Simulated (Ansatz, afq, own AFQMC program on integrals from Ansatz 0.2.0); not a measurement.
**Si₂NH₆, doublet in def2-TZVP, levels against AFQMC with the constraint released**

```xyz
9

Si   -1.1112    0.7462   -0.8920
N    -0.0108    0.4605    0.4332
Si    1.0234   -0.9176    0.7214
H    -1.6084   -0.5881   -1.3613
H    -2.2534    1.5933   -0.4066
H     0.1798    1.2770    1.0106
H     0.4866   -2.0520   -0.0846
H     1.0183   -1.2712    2.1745
H     2.4474   -0.6758    0.3259
```

Basis def2-TZVP. Only valence electrons are correlated. AFQMC by an in-house program on the Cholesky factors that Ansatz 0.2.0 writes for its CCSD(T) run. ph-AFQMC/CISD is guided by a CISD state made of CCSD amplitudes; releasing the constraint for a short imaginary time cuts its bias at the price of noise, slowly where states lie close. ± is one standard error of the sampling.

Determinant: UHF, the one that the program's search chose, which needn't be the lowest solution. The geometry is a PBE0/def2-SVP stationary point of this or a neighbouring charge and spin state.

No full CI on the walks' own integrals is used here. The released AFQMC energy serves as the reference, which it does only where one determinant dominates, the energy is flat over the last release times and near the phaseless one (40 meV or 2 meV an electron, half that with transition metals). On small molecules, where full CI could be run and the noise was under 10 meV, such values lay within 10 meV of it in 19 cases of 20, a flattering rate, since the rule was set on those same cases; what remains of the bias isn't in the error bar.

Cautions: the released value is read at 1.50 1/Eh with a noise of 14 meV, more than in the cases checked (meV from the phaseless value at times in 1/Eh: 4 ± 10 at 0.24, -8 ± 10 at 0.51, -10 ± 10 at 0.99, 2 ± 14 at 1.50).

- T1 diagnostic: 0.0149
- weight of the determinant in the CISD state: 0.823
- ⟨S²⟩ of the determinant: 0.755
- size of the correlated space: 19 electrons in 130 orbitals

```csv
level,correlation energy (eV)
MP2,-11.6132
CCSD,-12.9199
CCSD(T),-13.3760
```

**Question.** Estimate where AFQMC with the constraint released lies against CCSD(T) on the same integrals.

**Answer.** 1.14 ± 0.33 kcal/mol below CCSD(T).

Reference: AFQMC with the constraint released, correlation energy -13.425 ± 0.014 eV.

```
        level  E − E(reference) (kcal/mol)  share of correlation (%)
      CCSD(T)                  1.14 ± 0.33                     99.63
ph-AFQMC/CISD                 -0.04 ± 0.41                    100.01
```

Released energies are given only where the last usable release times agree within the noise; a slower fall can still hide under it.
